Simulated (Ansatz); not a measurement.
A calculation with Ansatz (development build ahead of 0.2.0).

```yaml
crystal:
  periodic: [false, false, false]
  atoms:
    - { symbol: C, position_ang: [0.0, 0.0, -0.51626] }
    - { symbol: C, position_ang: [0.0, 0.0, 0.88767] }
    - { symbol: H, position_ang: [0.0, -1.02399, -1.11423] }
    - { symbol: H, position_ang: [0.0, 1.02399, -1.11423] }
basis:
  gaussian: { orbitals: cc-pVDZ }
hamiltonian:
  xc: hf
```

The input is written out in the form of the current development build from the run's settings.

Results

```
Converged                       : yes
Total energy                    : -76.74882 hartree
Spin squared of the determinant : 0.000
```
